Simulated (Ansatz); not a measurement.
`N=C1CC1Cl` and `CC1CC1=N` differ in one atom or group.

Ansatz, PBE0-D4/def2-TZVP geometries, multiplicity 1. Each molecule was computed in one conformer, which needn't be the lowest.

```tsv
property	`N=C1CC1Cl`
LUMO energy (PBE/def2-TZVPP) / eV	-2.19
size of the dipole moment (ωB97M-V/def2-TZVPP) / D	1.73
LUMO energy (PBE0/def2-TZVPP) / eV	-1.14
LUMO energy (ωB97M-V/def2-TZVPP) / eV	1.09
HOMO energy (PBE/def2-TZVPP) / eV	-5.94
HOMO–LUMO gap (ωB97M-V/def2-TZVPP) / eV	10.70
```

Question: What does the change do to each property? (Best estimate.)

Answer: The calculation gave: 
```
                                          property  `CC1CC1=N`  shift
                 LUMO energy (PBE/def2-TZVPP) / eV       -1.34   0.85
size of the dipole moment (ωB97M-V/def2-TZVPP) / D        2.53   0.80
                LUMO energy (PBE0/def2-TZVPP) / eV       -0.25   0.89
             LUMO energy (ωB97M-V/def2-TZVPP) / eV        1.88   0.79
                 HOMO energy (PBE/def2-TZVPP) / eV       -5.53   0.41
           HOMO–LUMO gap (ωB97M-V/def2-TZVPP) / eV       11.11   0.41
```

With PBE0 the HOMO rises by 0.41 eV and the LUMO rises by 0.89 eV, so the gap widens by about 0.48 eV. PBE moves the HOMO by 0.41 eV and ωB97M-V by 0.37 eV. Dipoles are sizes alone; their direction can turn.
